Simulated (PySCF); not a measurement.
Cost against result

Saddle point of BH$_{5}$S, closed shell (BH₃S ([BH2][SH]) + H₂ → BH₃ + H₂S (still joined by a long B–S bond); bonds formed: B1–H6, S2–H5; bonds broken: H5–H6; bonds weakened to dative contacts: B1–S2), PBE0-D4/def2-TZVP structure:

```xyz
7
angstrom
B -0.1787 -0.6083 -0.2191
S 0.9765 1.0813 -0.1995
H -1.2030 -0.3807 -0.7820
H 0.5834 -1.4651 -0.5481
H 0.2575 0.1721 0.8577
H -0.4126 -0.7745 1.0146
H -0.0232 1.9750 -0.1237
```

Barriers are electronic and count from the start structure reached by relaxing down the imaginary mode.

PySCF 2.14 with density fitting (its default auxiliary sets; JK sets also for MP2 and CCSD(T)); basis: as named in each row; cores frozen in the correlated methods. B3LYP uses VWN-RPA correlation. Extrapolation: Hartree–Fock as exp(−7.88 √X), correlation as X^−2.97.

Times are rough, for one single point on 4 threads of a shared host (Intel Xeon 6975P-C).

The estimate by CCSD(T) at an estimated basis limit (MP2 extrapolated from triple and quadruple zeta, plus CCSD(T) − MP2 in triple zeta) is 24.52 kcal/mol.

| method | basis | time (s) | barrier (kcal/mol) | method less estimate |
| --- | --- | --- | --- | --- |
| HF | STO-3G | under 1 | 52.28 | 27.76 |
| B3LYP-D4 | 6-31G | 1 | 32.28 | 7.75 |
| MP2 | def2-QZVPP | 1 | 23.63 | -0.89 |
| PBE0-D4 | def2-SVP | 2 | 17.36 | -7.16 |
| PBE-D4 | def2-SVP | 2 | 14.98 | -9.54 |
| CCSD(T) | def2-SVP | 2 | 26.79 | 2.27 |
| SPW92 | def2-TZVPP | 2 | 6.45 | -18.07 |
| B3LYP-D4 | def2-TZVPP | 3 | 24.07 | -0.45 |
| PBE0-D4 | def2-TZVPP | 3 | 18.25 | -6.27 |
| PBE-D4 | def2-TZVPP | 3 | 16.07 | -8.45 |
| BHLYP-D4 | def2-TZVPP | 3 | 27.40 | 2.88 |
| r2SCAN-D4 | def2-TZVPP | 6 | 18.98 | -5.54 |
| CCSD(T) | def2-TZVPP | 27 | 25.29 | 0.77 |
| wB97M-V | def2-TZVPP | 61 | 23.41 | -1.11 |

All methods are single points on the PBE0-D4 structures.

The T1 diagnostic stays at or below 0.015.

Labels in which every atom is bracketed show which atoms are joined, not bond orders.
